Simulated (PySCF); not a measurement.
# C2H5NO (Acetaldoxime): the cost of one run

Computed with PySCF 2.14.0, with density-fitted response routines of our own, on a single molecule in the gas phase. Atoms count from 0, in the outputs and in this text.

## Step 1: The molecule as given

9 atoms, charge 0, multiplicity 1; geometry from: MMFF94s. The atoms were then displaced at random by about 0.03 Å, so the start is not that level's minimum.

Bonds of the start (Å): C0–C1 1.51, C1–N2 1.26, N2–O3 1.45, C0–H4 1.00, C0–H5 1.15, C0–H6 1.12, C1–H7 1.10, O3–H8 0.86.

## Step 2: Relaxing the molecule at PBE0-D3(BJ)/def2-SVP

Job settings and geometry (Å):

```
{"job": {"xc": "PBE0", "basis": "def2-SVP", "d3": "d3bj", "grid": 1, "shake": 0.03, "kind": "geom"}, "charge": 0, "multiplicity": 1}
C     -0.940390    -0.397070     0.329260
C     -0.126820     0.737910    -0.243670
N      1.104230     0.661530    -0.496570
O      1.767690    -0.584960    -0.149030
H     -0.485160    -1.271900     0.499100
H     -1.809650    -0.501120    -0.414010
H     -1.431170     0.046610     1.237560
H     -0.553850     1.728400    -0.483550
H      2.607860    -0.488830    -0.304750
```

On the command line:

```
$ OMP_NUM_THREADS=1 python probes_run.py task.json out
```

One launch serves the whole session: the jobs run in the order shown.

Q: Estimate the wall time and peak memory of this first job on 1 thread of Arm Neoverse V1, shared host.

About 14 s, with a peak of 0.33 GiB.
